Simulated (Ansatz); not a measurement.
Geometry optimisation, RKS PBE0/def2-SVP in Ansatz.

input.yaml

```yaml
crystal:
  periodic: [false, false, false]
  atoms:
    - { symbol: B, position_ang: [-1.3825, 0.2425, -0.4571] }
    - { symbol: S, position_ang: [0.1818, 0.6664, -1.3536] }
    - { symbol: Al, position_ang: [1.3778, -0.2304, 0.3147] }
    - { symbol: H, position_ang: [-1.9018, -0.7333, -0.6577] }
    - { symbol: H, position_ang: [-1.8998, 1.0727, 0.2519] }
    - { symbol: H, position_ang: [1.7792, -1.7696, 0.3009] }
    - { symbol: H, position_ang: [1.9065, 0.6837, 1.5554] }
basis:
  gaussian: { orbitals: def2-SVP }
hamiltonian:
  xc: pbe0
relax:
  f_tol: 0.02
  max_steps: 40
scf:
  lower_state_search: "off"
```

Launched with:

```bash
$ ansatz run input.yaml --threads 1 --pin off --max-ram 2048MiB --backend cpu --events-out ev --progress --plain --runs-dir out
```

Problem. Where does it end, and by what steps?

Solution. The forces met the threshold. The force dipped under the threshold on the way, but the program's further checks kept it going. After 18 steps the energy has fallen by 0.832 eV; S2 moved furthest, 1.45 Å.

```tsv
step	energy less start (eV)	largest force component (eV/Å)	accepted
0	0.0000	2.468	yes
1	0.0757	1.484	no
2	-0.1379	0.805	yes
3	-0.1798	0.310	yes
4	-0.2299	0.343	yes
5	-0.3196	0.648	yes
6	-0.4367	1.122	yes
7	-0.5696	0.904	yes
8	-0.7146	0.488	yes
9	-0.7644	0.302	yes
10	-0.7898	0.320	yes
11	-0.7891	0.557	no
12	-0.8193	0.117	yes
13	-0.8278	0.072	yes
14	-0.8290	0.148	yes
15	-0.8312	0.020	yes
16	-0.8314	0.035	yes
17	-0.8312	0.067	no
18	-0.8315	0.003	yes
```

```xyz
7
Properties=species:S:1:pos:R:3
B -1.442 0.272 -0.504
S -0.054 1.327 -0.090
Al 1.451 -0.193 0.484
H -1.371 -0.931 -0.425
H -2.453 0.820 -0.867
H 1.067 -1.727 0.425
H 2.864 0.364 0.933
```

Whether the end is a true minimum wasn't checked by a vibrational analysis.

The run took 35 s on 1 CPU thread of a shared host.
